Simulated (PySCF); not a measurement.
LiB from Hartree–Fock to correlated methods

State: ³Π (triplet), unpaired electrons σ ↑, π ↑. Set-up: Li pcseg-1, B pcseg-1; no relativity (PySCF 2.14). De refers to Li + B in their high-spin ground configurations, without counterpoise correction. The functionals are run spin-unrestricted. A positive dipole means Li(−)B(+).

```
      Level  Re (Å)  ωe (cm⁻¹)  De (eV)  μ (D)
        UHF   2.152        556     0.70  -6.48
    UHF-MP2   2.150        549     0.91    n/a
UHF-SCS-MP2   2.147        550     0.80    n/a
   UHF-CCSD   2.158        526     0.84    n/a
UHF-CCSD(T)   2.162        521     0.86    n/a
        PBE   2.162        517     1.41  -5.17
     revPBE   2.178        506     1.31  -5.20
       TPSS   2.157        529     1.38  -5.52
     r²SCAN   2.163        528     1.48  -5.76
       PBE0   2.144        541     1.32  -5.74
       MN15   2.159        523      n/a  -5.67
```

The bond length runs from 2.144 Å (PBE0) to 2.178 Å (revPBE). De spans 0.70 eV (UHF, mean field) to 1.48 eV (r²SCAN, meta-GGA). Correlation at CCSD(T) changes the Hartree–Fock bond energy by +0.16 eV; the triples alone change it by +0.02 eV.

Correlated steps freeze 1 core orbital. Correlated levels converge slowly with the basis: in double zeta they bind strong bonds too weakly, by up to about 1 eV, and carry superposition errors of some tenths. The state was picked by a PBE0 search and need not be the measured ground state.

The whole job (state search and all levels along the bond) took about 0.39 min on 1 thread of Intel Xeon 6975P-C (shared host), peak memory 0.33 GiB.
